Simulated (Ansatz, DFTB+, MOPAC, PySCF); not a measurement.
Reaction (SMILES): O=CC=O + 5 [H][H] (H2) -> 2 C (CH4) + 2 O (H2O)

Property: energy of full hydrogenation (enthalpy at 298 K), in kcal/mol. Terms: 6-311+G** with 5d; PM7 with its own dispersion and hydrogen-bond terms; no dispersion term unless named; non-relativistic; spin-orbit terms left out; LANL2DZ all-electron up to Ne; SCC-DFTB with the Slater-Koster set that CP2K ships; six Cartesian d functions in 6-31G* and its kin unless marked 5d; frozen cores in correlated levels. First-principles and DFTB rows: single points at B3LYP-D3(BJ) geometries (Ansatz, an electronic-structure program), with unscaled harmonic terms from B3LYP/6-31G* (Ansatz) at its own minima. Semi-empirical rows: MOPAC heats of formation at their own minima for 298 K. The Hartree-Fock reference of O=CC=O is unstable towards a lower, spin-broken solution.

Measured values: Active Thermochemical Tables 1.112 (ions: stationary electron), as tabulated in the package chemicals; they hold spin-orbit and core effects, anharmonicity and other conformers. 

Value to compare with, the measured value: -100.5 kcal/mol.

| level | program | energy of full hydrogenation (enthalpy at 298 K) (kcal/mol) | error |
|---|---|---|---|
| AM1 | MOPAC | -51.4 | 49.1 |
| PM7 | MOPAC | 68.2 | 168.7 |
| SCC-DFTB | DFTB+ | -248.4 | -147.9 |
| HF/3-21G | Ansatz | -104.3 | -3.8 |
| BLYP/6-31G* | Ansatz | -60.6 | 39.9 |
| B3LYP/6-31G | Ansatz | -87.7 | 12.8 |
| B3LYP/6-31G* | Ansatz | -75.4 | 25.1 |
| B3LYP/6-311+G** | Ansatz | -96.9 | 3.6 |
| PBE0/6-311+G** | Ansatz | -107.2 | -6.7 |
| MP2/LANL2DZ | Ansatz | -90.5 | 10.0 |
| r2SCAN-D4/def2-TZVPD | Ansatz + dftd4 | -96.9 | 3.6 |
| M06-2X/def2-TZVPD | PySCF | -96.7 | 3.8 |
| wB97M-V/def2-TZVPD | Ansatz | -99.0 | 1.5 |

Among the 10 habitual levels, PM7 lies farthest from the measured value (168.7 kcal/mol); 7 of 10 lie above it, and their mean absolute error is 46.8 kcal/mol, the median 19.0. One case shows no general order.

The levels are drawn from those run, B3LYP/6-31G* more often than the rest, none by its result; left out are runs that failed, that the program found above a lower state of the same kind, or whose <S^2> lies over 0.5 above the pure value.
